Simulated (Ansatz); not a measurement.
Two isomers of C3H5NO: A = `C=C(O)C=N`, B = `NCC=C=O`.

Computed with Ansatz on PBE0-D4/def2-TZVP structures; ΔE is electronic, products minus reactants. CCSD(T)/CBS adds triple-zeta CCSD(T) − MP2 to the extrapolated MP2 energy (def2 sets, frozen cores). DFT in def2-TZVPP. B3LYP here is the variant with VWN-RPA as its local correlation; programs differ in this. One conformer a species, not always the lowest.

A:

Z-matrix (Å, degrees):
```
C
C 1 1.335
H 1 1.081 2 119.4
H 1 1.082 2 121.7 3 -180.0
O 2 1.340 1 123.8 3 -180.0
C 2 1.465 1 121.6 3 0.0
H 5 0.976 2 105.3 1 -180.0
N 6 1.268 2 117.7 1 180.0
H 6 1.093 2 117.1 1 -0.0
H 8 1.016 6 113.1 2 -180.0
```

B:

```xyz
10

N    -0.819   -0.609   -1.118
C    -0.171    0.490   -0.413
C     0.265    0.087    0.968
C     1.484   -0.316    1.223
O     2.570   -0.650    1.444
H    -1.180   -0.290   -2.010
H    -1.607   -0.954   -0.583
H     0.700    0.796   -0.997
H    -0.805    1.382   -0.307
H    -0.436    0.063    1.793
```

Q: Which isomer does CCSD(T)/CBS put lower? Give the gap. (Estimate.)

A: The calculation gave: A, by 8.3 kcal/mol.

Q: Give E(B) − E(A) in kcal/mol with PBE-D4, CCSD/def2-TZVPP, B3LYP-D4, HF/def2-TZVPP, ωB97M-V, BLYP-D4, PBE0-D4. (An estimate is asked.)

A: Computed: PBE-D4 6.6, CCSD/def2-TZVPP 7.2, B3LYP-D4 7.0, HF/def2-TZVPP 5.0, ωB97M-V 6.1, BLYP-D4 7.1, PBE0-D4 6.4. None reverses the order clearly.

Q: Does the order hold for the free energy at 298.15 K (harmonic terms from PBE0-D4)? (An estimate is asked.)

A: Ansatz gave: Yes: G(B) − G(A) = +6.9 kcal/mol, for one conformer each.

Largest T1 diagnostic: 0.014.

At CCSD(T), def2-SVP lies −1.1 kcal/mol from the extrapolated value and def2-TZVPP −0.5 kcal/mol. Leaving LDA and LC-ωPBE aside and taking each functional with its dispersion term where it has one, the values, not all of them listed here, spread over 1.8 kcal/mol, from ωB97X-V to BLYP-D4. LDA lies +3.4 kcal/mol from PBE without D4.
